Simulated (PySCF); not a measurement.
# Do core-level shifts follow atomic charges?

C3H3FS.
Cartesian coordinates in Å at the PBE0-D3(BJ)/def2-SVP level; atoms count from 1:
```
atom  x, y, z in Å
F1    -1.4696   -0.8360    1.1397
C2    -0.9547   -0.3715   -0.0454
C3     0.3343    0.3567    0.1770
C4     1.4950   -0.0667   -0.2731
S5     2.8591   -0.5703   -0.8299
H6    -0.8050   -1.2215   -0.7298
H7    -1.6986    0.3104   -0.4921
H8     0.3166    1.2853    0.7593
```

Binding energies: PySCF, delta-SCF UKS SCAN, pcX-2 on the ionised atom, pcseg-1 elsewhere, spin-free X2C. Charges: PBE0/pcSseg-1 ground-state density, for the ionised atom.

| atom | environment | C 1s (eV) | Mulliken (e) | IAO (e) | Hirshfeld (e) | ESP (e) |
| --- | --- | --- | --- | --- | --- | --- |
| C3 | outer carbon of cumulated double bonds | 290.83 | -0.305 | -0.283 | -0.095 | -0.274 |
| C4 | central carbon of cumulated double bonds | 292.43 | -0.036 | -0.057 | +0.034 | -0.061 |
| C2 | sp3 C–F carbon | 293.49 | +0.213 | +0.053 | +0.032 | +0.103 |

Problem. Give the correlation coefficient and slope of binding energy on charge for each scheme.

Solution. ESP: r = 1.00, slope 7.1 eV per e; IAO: r = 1.00, slope 7.8 eV per e; Mulliken: r = 1.00, slope 5.2 eV per e; Hirshfeld: r = 0.91, slope 16.6 eV per e. On 3 points no scheme stands out.

Problem. The point-charge model writes a binding energy as kq + V + constant, with V the potential of the other atoms' charges at the site. What does it give with the IAO charges?

Solution. V = Σ 14.40 eV Å × q/r over all other atoms: +3.03 eV at C3, -0.25 eV at C4, -0.86 eV at C2. Fitting binding energy − V to q gives k = 19.8 eV per e and leaves an rms residual of 0.22 eV, against 0.09 eV for the fit on q alone. The model has no term for differences in relaxation between sites.

The unrestricted hole states depart most from a pure doublet (⟨S²⟩ = 0.75; over 0.85 named) for C 1s of C4 (1.00), which makes this value less certain. Geometry: PBE0-D3(BJ)/def2-SVP, one conformer, isolated molecule.
